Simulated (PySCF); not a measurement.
**AlCl: from constants to spectrum**

RHF-CCSD(T) constants of AlCl, ¹Σ⁺ (singlet), closed shell (PySCF, spin-free X2C with a Gaussian nucleus, basis sets Al x2c-SVPall, Cl x2c-SVPall; masses 26.9815 and 34.9689 u):

```
ωe            : 515.5 cm⁻¹
ωexe          : 2.02 cm⁻¹
Be            : 0.24353 cm⁻¹
αe            : 0.00142 cm⁻¹
De to Al + Cl : 4.86 eV
```

(1) What force constant and bond length do these constants imply?

(2) Estimate the centrifugal constant D from the Kratzer relation and find the Dunham coefficient a1.

Measured values (Huber and Herzberg, Constants of Diatomic Molecules (1979)): ωe = 481.3 cm⁻¹, ωexe = 1.95 cm⁻¹, Be = 0.24393012 cm⁻¹, αe = 0.00161113 cm⁻¹.

Correlated steps freeze 10 core orbitals. Correlated levels converge slowly with the basis: in double zeta they bind strong bonds too weakly, by up to about 1 eV, and carry superposition errors of some tenths. Where the molecule has an RHF reference, its open-shell atoms are computed with UHF.

## Answers

(1) Reduced mass μred = 15.230 u; k = 5.8918×10⁻⁷·μred·ωe² (u, cm⁻¹, mdyn/Å) = 2.38 mdyn/Å; Re = √(16.8576/(μred·Be)) (u, cm⁻¹, Å) = 2.132 Å.

(2) D = 4Be³/ωe² = 2.17e-07 cm⁻¹; a1 = −1 − αeωe/(6Be²) = -3.06.
